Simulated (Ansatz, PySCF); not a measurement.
Molecule: OF₂, charge 0, multiplicity 1. 
Coordinates optimised at B3LYP-D3(BJ)/def2-TZVP (Ansatz, a quantum-chemistry and plane-wave program):
SMILES: FOF
```xyz
3

F      0.0392     1.1006    -0.2795
O     -0.0196     0.0082     0.5973
F     -0.0218    -1.1078    -0.2514
```
Charge 0, spin multiplicity 1.

Property: vertical triplet-singlet gap (E(triplet) - E(singlet); each state is the SCF solution reached for its spin; the UHF <S^2> is 2.12 for the triplet (pure: 2.00); for the triplet T1 is 0.046; for the singlet the Hartree-Fock reference is unstable and T1 is 0.015), in eV. Valence correlation only, unless marked. UHF or UKS for open shells. Spin-orbit coupling is left out. Non-relativistic.  The program attaches cautions to a run behind HF/aug-cc-pVDZ: large difference. The program attaches cautions to a run behind HF/aug-cc-pVTZ: large difference. The program attaches cautions to a run behind MP2/aug-cc-pVDZ: large difference. The program attaches cautions to a run behind MP2/aug-cc-pVTZ: large difference. The program attaches cautions to a run behind SCS-MP2/aug-cc-pVTZ: large difference. The program attaches cautions to a run behind CCSD/aug-cc-pVDZ: large difference. The program attaches cautions to a run behind CCSD/aug-cc-pVTZ: large difference. The program attaches cautions to a run behind CCSD(T)/aug-cc-pVDZ: large difference. The program attaches cautions to a run behind CCSD(T)/aug-cc-pVTZ: large difference.

```
level                 program  vertical triplet-singlet gap (eV)
--------------------  -------  ---------------------------------
HF/aug-cc-pVDZ         Ansatz                               2.83
HF/aug-cc-pVTZ         Ansatz                               2.90
SVWN5/def2-TZVPD       Ansatz                               2.93
PBE/def2-TZVPD         Ansatz                               2.90
r2SCAN/def2-TZVPD      Ansatz                               2.82
B3LYP/def2-TZVPD       Ansatz                               3.11
PBE0/def2-TZVPD        Ansatz                               3.14
BHLYP/def2-TZVPD       Ansatz                               3.26
M06-2X/def2-TZVPD       PySCF                               3.62
CAM-B3LYP/def2-TZVPD   Ansatz                               3.18
wB97M-V/def2-TZVPD     Ansatz                               3.43
wB97X-V/def2-TZVPD     Ansatz                               3.33
B2PLYP/def2-TZVPD      Ansatz                               3.26
MP2/aug-cc-pVDZ        Ansatz                               4.12
MP2/aug-cc-pVTZ        Ansatz                               4.28
SCS-MP2/aug-cc-pVTZ    Ansatz                               4.46
CCSD/aug-cc-pVDZ       Ansatz                               3.43
CCSD/aug-cc-pVTZ       Ansatz                               3.57
CCSD(T)/aug-cc-pVDZ    Ansatz                               3.35
CCSD(T)/aug-cc-pVTZ    Ansatz                               3.49
```
